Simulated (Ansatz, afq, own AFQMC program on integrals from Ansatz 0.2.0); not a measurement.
**Si$_{2}$NH$_{5}$, triplet in def2-TZVP, levels against AFQMC with the constraint released**

| atom | x (Å) | y (Å) | z (Å) |
| --- | --- | --- | --- |
| Si | 0.3297 | 1.7715 | 0.6824 |
| N | 0.5905 | 0.2565 | -0.1551 |
| Si | -0.2499 | -1.2659 | 0.0453 |
| H | 0.3324 | 2.9182 | -0.2912 |
| H | -1.0008 | 1.6697 | 1.3608 |
| H | 1.4170 | 0.2235 | -0.7486 |
| H | -1.4935 | -0.9760 | 0.8266 |
| H | -0.6010 | -1.8563 | -1.2929 |

Basis def2-TZVP. Only valence electrons are correlated. Integrals, coupled cluster, full CI and functionals: Ansatz 0.2.0; the random walks run on the same integrals in our own AFQMC program. The CISD trial takes its coefficients from CCSD amplitudes. Released means that phaseless walkers are propagated on without the constraint, phases kept. ± is one standard error of the sampling.

Determinant: UHF, the one that the program's search chose, which needn't be the lowest solution. The geometry is a PBE0/def2-SVP stationary point of this or a neighbouring charge and spin state.

No full CI on the walks' own integrals is used here. The released AFQMC energy serves as the reference, which it does only where one determinant dominates, the energy is flat over the last release times and near the phaseless one (40 meV or 2 meV an electron, half that with transition metals). On small molecules, where full CI could be run and the noise was under 10 meV, such values lay within 10 meV of it in 19 cases of 20, a flattering rate, since the rule was set on those same cases; what remains of the bias isn't in the error bar.

Cautions: the released value is read at 1.50 1/Eh (meV from the phaseless value at times in 1/Eh: -14 ± 7 at 0.24, 1 ± 4 at 0.51, -9 ± 10 at 0.99, -4 ± 10 at 1.50).

- T1 diagnostic: 0.0169
- weight of the determinant in the CISD state: 0.827
- ⟨S²⟩ of the determinant: 2.012
- size of the correlated space: 18 electrons in 124 orbitals

Reference: AFQMC with the constraint released, correlation energy -12.693 ± 0.010 eV.

```json
{"level": "HF", "E − E(reference) (kJ/mol)": "1224.7 ± 0.9", "share of correlation (%)": "0.00"}
{"level": "MP2", "E − E(reference) (kJ/mol)": "164.5 ± 0.9", "share of correlation (%)": "86.57"}
{"level": "CCSD", "E − E(reference) (kJ/mol)": "49.3 ± 0.9", "share of correlation (%)": "95.97"}
{"level": "CCSD(T)", "E − E(reference) (kJ/mol)": "5.0 ± 0.9", "share of correlation (%)": "99.59"}
{"level": "ph-AFQMC/CISD", "E − E(reference) (kJ/mol)": "0.3 ± 1.1", "share of correlation (%)": "99.97"}
```

Released energies are given only where the last usable release times agree within the noise; a slower fall can still hide under it.
